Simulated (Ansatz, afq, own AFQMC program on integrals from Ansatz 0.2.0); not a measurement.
## HCl + CN, doublet: a scan with AFQMC

```yaml
atoms:
  - { symbol: Cl, position_ang: [0.0000, 0.0000, -2.1252] }
  - { symbol: H, position_ang: [0.0000, 0.0000, -0.8464] }
  - { symbol: N, position_ang: [0.0000, 0.0000, 2.0659] }
  - { symbol: C, position_ang: [0.0000, 0.0000, 0.9058] }
```

A hydrogen atom is moved from one rigid fragment to the other; the Cl1–H2 distance tells how far. The two fragments are held close together, so this isn't a minimum-energy path and the start is a compressed complex. Energies in mEh count from this geometry (1.279 Å) at the same level; the start stands on ROHF, each point on the determinant named.

Basis cc-pVTZ. Only valence electrons are correlated. AFQMC by an in-house program on the Cholesky factors that Ansatz 0.2.0 writes for its CCSD(T) run. ph-AFQMC/CISD is guided by a CISD state made of CCSD amplitudes; releasing the constraint for a short imaginary time cuts its bias at the price of noise, slowly where states lie close. ± is one standard error of the sampling.

Cautions, each for one point or more: a spin-contaminated unrestricted determinant lies lower; higher spins were not checked; raised T1 diagnostic; the search met a lower determinant of the same kind, perhaps of another symmetry; the search met a lower determinant of the same kind, perhaps of another symmetry, and this one is a saddle point; unrestricted determinant spin contaminated.

```json
{"r(Cl1–H2) / Å": "1.468", "det.": "ROHF", "T1": "0.039", "weight": "0.78", "⟨S²⟩": "pure", "CCSD(T)": "4.9", "ph-AFQMC/CISD": "5.6 ± 0.7", "released AFQMC": "2.1 ± 1.3*", "r2SCAN": "-1.8", "wB97M-V": "1.2"}
{"r(Cl1–H2) / Å": "1.563", "det.": "ROHF", "T1": "0.040", "weight": "0.78", "⟨S²⟩": "pure", "CCSD(T)": "4.0", "ph-AFQMC/CISD": "5.6 ± 0.6", "released AFQMC": "–", "r2SCAN": "-3.7", "wB97M-V": "-1.4"}
{"r(Cl1–H2) / Å": "1.657", "det.": "ROHF", "T1": "0.032", "weight": "0.79", "⟨S²⟩": "pure", "CCSD(T)": "-3.8", "ph-AFQMC/CISD": "-3.0 ± 0.6", "released AFQMC": "–", "r2SCAN": "-9.4", "wB97M-V": "-10.0"}
{"r(Cl1–H2) / Å": "1.752", "det.": "UHF", "T1": "0.031", "weight": "0.80", "⟨S²⟩": "0.86", "CCSD(T)": "-16.5", "ph-AFQMC/CISD": "-16.5 ± 0.7", "released AFQMC": "-17.9 ± 1.3*", "r2SCAN": "-18.2", "wB97M-V": "-22.7"}
{"r(Cl1–H2) / Å": "1.941", "det.": "UHF†", "T1": "0.012", "weight": "0.83", "⟨S²⟩": "0.76", "CCSD(T)": "-38.7", "ph-AFQMC/CISD": "-38.6 ± 0.7", "released AFQMC": "–", "r2SCAN": "-32.8", "wB97M-V": "-43.7"}
```

Weight is that of the determinant in the CISD state; at the start T1 is 0.044 and the weight 0.77. An asterisk marks released energies that aren't shown to be converged. A dagger marks points whose determinant fills other symmetries than the start's, so the wave-function levels may follow another state there, or a degenerate partner. A dash marks a missing value, a released energy that hasn't settled or a functional that sits on another state. Largest departures from phaseless AFQMC with a CISD trial: CCSD(T) -1.6 mEh at 1.563 (on ROHF), r2SCAN -9.3 mEh at 1.563, wB97M-V -7.0 mEh at 1.563. The walk's constraint bias lies outside its error bars, so these are departures and not errors. Functionals count only at points shown to share the start's state and spin.

Some points may be missing: those where a free walk finds a much lower state, and past Zn most of those on another determinant than at the start.

A walk keeps the symmetry of its determinant, which the program's search chose and which needn't be the lowest solution, so a lower state of the same spin and another symmetry isn't excluded.
